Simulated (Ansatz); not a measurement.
Input for Ansatz (development build ahead of 0.2.0):

```yaml
crystal:
  periodic: [false, false, false]
  atoms:
    - { symbol: H, position_ang: [0.0, 0.0, 0.55] }
    - { symbol: F, position_ang: [0.0, 0.0, -0.55] }
basis:
  gaussian: { orbitals: "6-31G" }
total_charge: 1
magnetization:
  spin_polarized: true
  initial_magnetization: 1
hamiltonian:
  xc: hf
correlation:
  method: ccsd_t
  frozen_orbitals: { F: 1, H: 0 }
```

The input is written out in the form of the current development build from the run's settings.

Output:

```
Converged                       : yes
Reference energy                : -99.46447 hartree
CCSD correlation energy         : -0.09670 hartree
Triples correction              : -0.00081 hartree
Total energy                    : -99.56199 hartree
Spin squared of the determinant : 0.755
```
